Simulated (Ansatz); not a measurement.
**What a trial cell of RbPt₃ relaxes into**

Computed with DFT PBE, scalar-relativistic, plane waves, PAW in Ansatz 0.2.0. Cutoff 420 eV, Γ-centred k mesh, Gaussian smearing, no spin polarisation in the final step.

A relaxed cell is given with its space group left out.

```
CELL_PARAMETERS angstrom
4.25018 0.00000 0.00000
0.00000 4.25018 0.00000
0.00000 0.00000 4.25018
ATOMIC_POSITIONS crystal
Rb 0.00000 0.00000 0.00000
Pt 0.00000 0.50000 0.50000
Pt 0.50000 0.00000 0.50000
Pt 0.50000 0.50000 0.00000
```

Formation energies are uncorrected and refer to the elements' standard structures at the same level.

Q: What space group does it have?

A: Pm-3m (No. 221). Conventional cell: a = 4.250 Å. Rb has 12 Pt at 3.01 Å; around Pt lie 4 Rb at 3.01 Å and 8 Pt at 3.01 Å.

Q: How far does it lie from the elements in energy?

A: 0.70 eV/atom.

Q: Is it a metal?

A: Yes, bands cross the Fermi level on the 12×12×12 mesh.

The final run used a 12×12×12 mesh on its 4-atom cell and 0.10 eV smearing. For metals, differences of a few meV/atom aren't resolved. Spin–orbit coupling is left out. The cell came from a trial start, so RbPt₃ may not exist in this structure.

Cost: 3 runs of about 0.83 core-minutes in all, on Intel Xeon 6975P-C (Granite Rapids) (shared hosts).